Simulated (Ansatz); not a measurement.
Cost and result for the atomization energy of C$_{6}$H$_{4}$ (`c1ccccc#1`) (10 atoms, 10 bonds).

```xyz
10

C    -0.153    0.059    1.649
C     0.916    0.655    1.024
C     0.824    0.470   -0.364
C    -0.228   -0.229   -0.963
C    -1.275   -0.801   -0.223
C    -1.087   -0.562    1.117
H     1.731    1.197    1.487
H     1.601    0.887   -0.997
H    -0.238   -0.334   -2.043
H    -2.089   -1.342   -0.687
```

Total charge 0; spin multiplicity 1. The structure was optimised at the PBE0-D4/def2-TZVP level. Program: Ansatz. All runs use 4 threads of an Arm Neoverse V1 on a shared host. Times are those of one run each, without the atoms' runs, and a repeat can differ threefold. Electronic energies, without spin–orbit coupling; frozen cores. CCSD(T)/CBS adds CCSD(T) − MP2 in def2-TZVPP to the MP2 limit, and its time is that of the two runs behind it. T1 = 0.013; the RHF reference is unstable towards UHF. B3LYP takes the VWN-RPA correlation (the form of Gaussian; ORCA's B3LYP/G). HSE06 is the plane-wave form, built on full-range PBE exchange.

CCSD(T)/CBS is a level of theory with its own doubt, some kJ/mol a heavy atom from the limit and from the frozen cores, so smaller differences don't rank the functionals.

```csv
level,functions,atomization (kJ/mol),difference from CCSD(T)/CBS,per bond
CCSD(T)/CBS(def2),–,4837.1,0.0,0.0
B3LYP-D4/def2-TZVPP (with forces),242,4859.0,21.9,2.2
CCSD(T)/def2-SVP,104,4672.9,-164.2,-16.4
MP2/def2-QZVPP,462,4967.7,130.6,13.1
r2SCAN-D4/def2-TZVPP (with forces),242,4895.1,58.0,5.8
B97M-V/def2-TZVPP,242,4870.9,33.8,3.4
PBE-QIDH/def2-TZVPP,242,4877.4,40.3,4.0
CCSD(T)/def2-TZVPP,242,4715.2,-121.9,-12.2
ωB97X-V/def2-TZVPP,242,4823.8,-13.3,-1.3
r2SCANh-D4/def2-TZVPP,242,4852.4,15.3,1.5
HSE06-D4/def2-TZVPP,242,4946.8,109.7,11.0
CAM-B3LYP-D4/def2-TZVPP,242,4853.2,16.1,1.6
PBE0-D4/def2-TZVPP,242,4941.6,104.5,10.4
```

(1) Order the runs by time, with rough figures. (Best estimate.)

Answers

(1) The calculation gave: PBE0-D4/def2-TZVPP 2.5 s; HSE06-D4/def2-TZVPP 2.7 s; CAM-B3LYP-D4/def2-TZVPP 2.9 s; B3LYP-D4/def2-TZVPP (with forces) 4 s; r2SCANh-D4/def2-TZVPP 4.4 s; r2SCAN-D4/def2-TZVPP (with forces) 4.7 s; PBE-QIDH/def2-TZVPP 5 s; CCSD(T)/def2-SVP 5.5 s; ωB97X-V/def2-TZVPP 6.5 s; B97M-V/def2-TZVPP 8 s; MP2/def2-QZVPP 26 s; CCSD(T)/def2-TZVPP 2.1 min; CCSD(T)/CBS(def2) 2.5 min.

The D4 term adds +39.9 kJ/mol with B3LYP and +20.5 kJ/mol with PBE0; it sums over pairs of atoms, weighted by their polarisabilities, and B3LYP, whose exchange is more repulsive, gets the larger term. From BLYP to BHLYP (50 % exact exchange), in def2-TZVPP and without D4, the atomization energy moves by −206.5 kJ/mol: exact exchange takes away binding that semilocal exchange gives to molecules. At CCSD(T), def2-SVP lies −164.2 kJ/mol from the extrapolated value and def2-TZVPP −121.9 kJ/mol: correlation converges slowly with the basis, and small sets miss more of it in the bonded molecule than in its fragments.
